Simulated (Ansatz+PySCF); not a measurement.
# doublet C₄H₉: levels of theory in one basis

```xyz
13

C     0.0000   -0.1777    0.0000
C    -1.4931    0.0284    0.0000
C     0.7466    0.0284    1.2931
C     0.7466    0.0284   -1.2931
H    -1.7588    1.1325    0.0000
H     0.8794    1.1325    1.5232
H     0.8794    1.1325   -1.5232
H    -1.9645   -0.4155    0.8972
H    -1.9645   -0.4155   -0.8972
H     1.7593   -0.4155    1.2527
H     0.2052   -0.4155    2.1499
H     0.2052   -0.4155   -2.1499
H     1.7593   -0.4155   -1.2527
```

Basis set: cc-pVTZ (spherical functions). Left uncorrelated: 4 orbitals. Correlation on ROHF uses semicanonical orbitals with singles. Charge 0, multiplicity 2.

Computed with Ansatz (development build ahead of 0.2.0) and PySCF 2.14.0; each method stands on the lowest determinant of its kind that the runs found.

```json
{"method": "ROHF", "E − E(ROHF) (eV)": "0.00", "<S²> of the determinant": "0.75"}
{"method": "UHF", "E − E(ROHF) (eV)": "-0.13", "<S²> of the determinant": "0.77"}
{"method": "ROHF-MP2", "E − E(ROHF) (eV)": "-18.69", "<S²> of the determinant": "–"}
{"method": "UHF-MP2", "E − E(ROHF) (eV)": "-18.67", "<S²> of the determinant": "0.77"}
```
